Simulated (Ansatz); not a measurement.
AlH3O2, SMILES [OH][AlH][OH], a single point from an input written key by key

With the Ansatz DFT code, driven from Python.

Interactive session:
```pycon
>>> import ansatz as az
>>> DECK = """
... crystal:
...   periodic: [false, false, false]
...   atoms:
...     - { symbol: O, position_ang: [-1.2356, -0.8777, -0.6936] }
...     - { symbol: Al, position_ang: [0.1634, 0.2016, -0.2778] }
...     - { symbol: O, position_ang: [0.7567, 0.2442, 1.4346] }
...     - { symbol: H, position_ang: [-1.9889, -0.2262, -0.5721] }
...     - { symbol: H, position_ang: [0.8905, 1.0668, -1.4231] }
...     - { symbol: H, position_ang: [1.456, -0.4726, 1.4858] }
... basis:
...   gaussian: { orbitals: def2-SVP }
... hamiltonian:
...   xc: hf
... """
>>> session = az.Session.from_yaml(DECK)
>>> rep = session.plan(threads=1).execute().report

>>> print("reference energy %16.6f eV" % rep["reference_energy_ev"])
reference energy    -10701.165781 eV
>>> print("total energy     %16.6f eV" % rep["free_energy_ev"])
total energy        -10701.165781 eV
>>> print("occupied orbitals outside the frozen core (up, down):", rep["n_occupied"], " frozen:", rep["n_frozen"], " virtual:", rep["n_virtual"])
occupied orbitals outside the frozen core (up, down): [16, 16]  frozen: 0  virtual: [45, 45]
>>> symbols = ["O", "Al", "O", "H", "H", "H"]
>>> state = rep["mean_field"]["state"]
>>> print(f"mean field: {state['energy']['hartree']:.7f} Ha, <S^2> = {abs(state['spin_squared']):.4f}, stability: {state.get('stability', {}).get('kind')}")
mean field: -393.2605890 Ha, <S^2> = 0.0000, stability: minimum
```

Reading the output:
- The settings weren't tested for convergence.
- The geometry is a force-field or estimated start, not a minimum of this method, and the basis set is short of its limit.
- The whole script took 0.3 s on 1 thread of Arm Neoverse V2, on a shared host, peak memory 0.13 GiB.

(Lines on the test bed's own set-up are left out of the output.)
